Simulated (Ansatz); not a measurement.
BH$_{4}$PS, SMILES `PBS`, 7 atoms. Total charge 0; spin multiplicity 1. All runs use 2 threads of an Intel Xeon on a shared host. Correlated methods freeze the cores. Open-shell runs search over several starts.

Q: How many basis functions does each run have, and how long does it take in Ansatz? direct RPA on PBE orbitals/def2-TZVPP energy; RKS PBE0-D4/def2-QZVPP energy; RKS PBE0-D4/def2-TZVP frequencies; UKS B2PLYP (frozen core)/def2-TZVPP energy of the cation; UKS r2SCAN-D4/def2-TZVPP energy of the cation; UHF-CCSD(T)/def2-TZVPP energy of the cation; UKS ωB97X-V/def2-TZVPP energy of the cation; RHF-CCSD(T)/def2-TZVPP energy; RKS ωB97M-V/def2-SVP energy; UKS PBE-D4/def2-TZVPP energy of the cation; UKS ωB97M-V/def2-TZVPP energy of the cation; UKS B3LYP-D4/def2-TZVPP energy of the cation. (An estimate is asked.)

A: Ansatz gave: Other jobs shared the machine, so times are rough.

```tsv
level	job	functions	wall time	peak host memory (GiB)
RKS ωB97M-V/def2-SVP	energy	70	5 s	0.33
direct RPA on PBE orbitals/def2-TZVPP	energy	171	5.5 s	0.33
UKS PBE-D4/def2-TZVPP	energy of the cation	171	8.5 s	0.33
UKS r2SCAN-D4/def2-TZVPP	energy of the cation	171	11 s	0.33
UKS B3LYP-D4/def2-TZVPP	energy of the cation	171	11 s	0.42
RKS PBE0-D4/def2-QZVPP	energy	317	12 s	0.75
UKS B2PLYP (frozen core)/def2-TZVPP	energy of the cation	171	17 s	0.41
UKS ωB97X-V/def2-TZVPP	energy of the cation	171	27 s	0.56
UKS ωB97M-V/def2-TZVPP	energy of the cation	171	28 s	0.6
RHF-CCSD(T)/def2-TZVPP	energy	171	33 s	1.3
RKS PBE0-D4/def2-TZVP	frequencies	129	120 s	0.33
UHF-CCSD(T)/def2-TZVPP	energy of the cation	171	2 min	3.2
```

B3LYP here is the variant with VWN-RPA as its local correlation; programs differ in this.
